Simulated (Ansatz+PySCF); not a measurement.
Results of a calculation; reference values are marked as such.
## PySCF 2.14.0 run

```python
from pyscf import gto, scf

mol = gto.M(atom="""
C -0.022860 0.023790 -0.702880
C 0.045120 -0.014110 0.649020
H 0.007090 -0.975220 -1.217810
H -0.024740 0.899160 -1.269730
H 0.018240 -0.957220 1.201760
H 0.041400 0.909980 1.258710
""", basis='def2-svp', charge=0, spin=0)
mf = scf.RHF(mol)
mf.init_guess = 'atom'
mf.kernel()
while True:  # follow internal instabilities
    mo, _, stable, _ = mf.stability(return_status=True)
    if stable: break
    mf.kernel(mf.make_rdm1(mo, mf.mo_occ))
print(mf.converged, mf.e_tot, mf.spin_square()[0])
```

The script is written out from the run's settings.

Output:

| Quantity | Value |
| --- | --- |
| Converged | yes |
| Total energy | -77.97248 hartree |
| Spin squared of the determinant | 0.000 |
